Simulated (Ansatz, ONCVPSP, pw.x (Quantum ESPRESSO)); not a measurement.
# pw.x on bcc Ga: one setting changed

Potential: optimised norm-conserving Vanderbilt (ONCV), ONCVPSP 4.0.1.1 (patched build), PBEsol; core [Ar], reference 3d10 4s2 4p1; waves: 4s: rc 2.00 bohr, ncon 4, nbas 7, qcut 3.6 1/bohr, 3 projectors, debl 3 Ha; 4p: rc 2.05 bohr, ncon 4, nbas 8, qcut 4.1 1/bohr, 2 projectors, debl 3.7 Ha; 3d: rc 1.40 bohr, ncon 3, nbas 7, qcut 11.4 1/bohr, 2 projectors, debl 3.5 Ha; local part: polynomial inside 0.95 bohr (lpopt 3, dvloc0 1 Ha); core correction: Teter function, fcfact 5.5, rcfact 1.6.

The reference run (k-mesh 14³, cutoffs 135/540 Ry, Fermi–Dirac 0.01 Ry, mixing_beta 0.4, conv_thr 1e-9, no spin) gives -0.58 GPa at 18.120 Å³/atom, where all-electron LAPW gives -0.58 GPa. This run, with its own iteration cap, changes smearing to gauss.

```
&control
  calculation='scf', prefix='x', pseudo_dir='./', outdir='./tmp', tstress=.true., disk_io='none'
/
&system
  ibrav=0, nat=1, ntyp=1, ecutwfc=135, ecutrho=540, nbnd=14,
  occupations='smearing', smearing='gauss', degauss=0.01
/
&electrons
  conv_thr=1e-09, mixing_beta=0.4, electron_maxstep=50
/
ATOMIC_SPECIES
Ga 1.0 Ga.UPF
CELL_PARAMETERS angstrom
  -1.65462431 1.65462431 1.65462431
  1.65462431 -1.65462431 1.65462431
  1.65462431 1.65462431 -1.65462431
ATOMIC_POSITIONS crystal
Ga 0.0000 0.0000 0.0000
K_POINTS automatic
14 14 14 0 0 0
```

```bash
pw.x < Ga.scf.in > Ga.scf.out
```

Task: How does the run end?

Result: It converges in 8 iterations; the free energy moves by +10.4 meV/atom and the pressure by -0.18 GPa. Gaussian smearing of the same width is narrower in effect than Fermi–Dirac, so its quadratic term in F is smaller.

```
Message from routine setup:
     using ibrav=0 with symmetry is DISCOURAGED, use correct ibrav instead
     lattice parameter (alat)  =       5.4158  a.u.
     unit-cell volume          =     122.2798 (a.u.)^3
     number of electrons       =        13.00
     number of Kohn-Sham states=           14
     kinetic-energy cutoff     =     135.0000  Ry
     charge density cutoff     =     540.0000  Ry
     scf convergence threshold =      1.0E-09
     Exchange-correlation= PBESOL
     number of k points=   104  Gaussian smearing, width (Ry)=  0.0100
     iteration #  1     ecut=   135.00 Ry     beta= 0.40
     total energy              =    -182.81657935 Ry
     estimated scf accuracy    <       0.00774143 Ry
     iteration #  2     ecut=   135.00 Ry     beta= 0.40
     total energy              =    -182.81719001 Ry
     estimated scf accuracy    <       0.00090578 Ry
     iteration #  3     ecut=   135.00 Ry     beta= 0.40
     total energy              =    -182.81723021 Ry
     estimated scf accuracy    <       0.00015562 Ry
     iteration #  4     ecut=   135.00 Ry     beta= 0.40
     total energy              =    -182.81723896 Ry
     estimated scf accuracy    <       0.00000336 Ry
     iteration #  5     ecut=   135.00 Ry     beta= 0.40
     total energy              =    -182.81723989 Ry
     estimated scf accuracy    <       0.00000021 Ry
     iteration #  6     ecut=   135.00 Ry     beta= 0.40
     total energy              =    -182.81723993 Ry
     estimated scf accuracy    <          6.4E-09 Ry
     iteration #  7     ecut=   135.00 Ry     beta= 0.40
     total energy              =    -182.81723993 Ry
     estimated scf accuracy    <          1.7E-09 Ry
     iteration #  8     ecut=   135.00 Ry     beta= 0.40
     the Fermi energy is    10.5447 ev
!    total energy              =    -182.81723993 Ry
     estimated scf accuracy    <          6.7E-11 Ry
     smearing contrib. (-TS)   =      -0.00029601 Ry
     The total energy is F=E-TS. E is the sum of the following terms:
     one-electron contribution =     -68.58467371 Ry
     hartree contribution      =      49.47377155 Ry
     xc contribution           =     -65.35740221 Ry
     ewald contribution        =     -98.34863955 Ry
     convergence has been achieved in   8 iterations
          total   stress  (Ry/bohr**3)                   (kbar)     P=       -7.58
     Message from routine punch:
     Nothing written, as per user request (disk_io='none')
```

The run took about 63 s on one core of a shared host (Neoverse-V2, 96 threads, 742 GiB, load 26).
